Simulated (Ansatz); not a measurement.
SiHF (SMILES F[SiH]): the energy, rung by rung

SiHF has 3 atoms, charge 0, and is taken as a singlet. SMILES: `F[SiH]`. Geometry: relaxed at PBE0-D4/def2-TZVP.

| atom | x (Å) | y (Å) | z (Å) |
| --- | --- | --- | --- |
| F | -1.0902 | 0.0244 | -0.6023 |
| Si | 0.1868 | 0.6294 | 0.1738 |
| H | 0.8924 | -0.7186 | 0.4153 |

Quantity: the energy change with the F1–Si2 bond stretched from 1.612 to 2.418 Å, in eV. The values are calculated.

```json
{"level": "HF/STO-3G (restricted)", "kind": "Hartree–Fock", "program": "Ansatz", "value (eV)": "5.10", "less FCI/STO-3G": "+1.77", "CPU time (all runs)": "0.12 s"}
{"level": "BLYP/STO-3G (restricted)", "kind": "GGA", "program": "Ansatz", "value (eV)": "3.50", "less FCI/STO-3G": "+0.17", "CPU time (all runs)": "1.1 s"}
{"level": "B3LYP/STO-3G (restricted)", "kind": "global hybrid", "program": "Ansatz", "value (eV)": "4.01", "less FCI/STO-3G": "+0.68", "CPU time (all runs)": "0.84 s"}
{"level": "CAM-B3LYP/STO-3G (restricted)", "kind": "range-separated hybrid", "program": "Ansatz", "value (eV)": "4.41", "less FCI/STO-3G": "+1.08", "CPU time (all runs)": "0.9 s"}
{"level": "wB97X/STO-3G (restricted)", "kind": "range-separated hybrid", "program": "Ansatz", "value (eV)": "4.43", "less FCI/STO-3G": "+1.10", "CPU time (all runs)": "3.2 s"}
{"level": "B2PLYP/STO-3G (restricted)", "kind": "double hybrid", "program": "Ansatz", "value (eV)": "4.13", "less FCI/STO-3G": "+0.80", "CPU time (all runs)": "1.1 s"}
{"level": "MP2/STO-3G (restricted)", "kind": "perturbation theory", "program": "Ansatz", "value (eV)": "4.29", "less FCI/STO-3G": "+0.96", "CPU time (all runs)": "0.15 s"}
{"level": "BCCD(T)/STO-3G (restricted)", "kind": "coupled cluster or CI", "program": "Ansatz", "value (eV)": "3.43", "less FCI/STO-3G": "+0.10", "CPU time (all runs)": "0.32 s"}
{"level": "CCSDTQ/STO-3G (restricted)", "kind": "coupled cluster or CI", "program": "Ansatz", "value (eV)": "3.33", "less FCI/STO-3G": "0.00", "CPU time (all runs)": "6 s"}
{"level": "FCI/STO-3G", "kind": "exact in the basis", "program": "Ansatz", "value (eV)": "3.33", "less FCI/STO-3G": "0.00", "CPU time (all runs)": "1.8 s"}
```

FCI/STO-3G is exact within its basis and frozen core, so for wave-function methods in that basis the difference is their error; functionals converge differently with the basis, so for them it is only a difference. A spin-restricted reference rises too steeply as a bond breaks; here HF/STO-3G, B3LYP/STO-3G, CAM-B3LYP/STO-3G, wB97X/STO-3G, B2PLYP/STO-3G, MP2/STO-3G lie well above the multireference or unrestricted value. The first shape isn't each level's own minimum. The values span 3.33 to 5.10 eV. All rows use very small basis sets, so none should be taken for the real molecule's value. In so small a basis fixed costs decide the times, and correlated methods can beat functionals. Times are those of the runs behind each value, whatever else they computed, on shared processors of several kinds: orders of magnitude only.
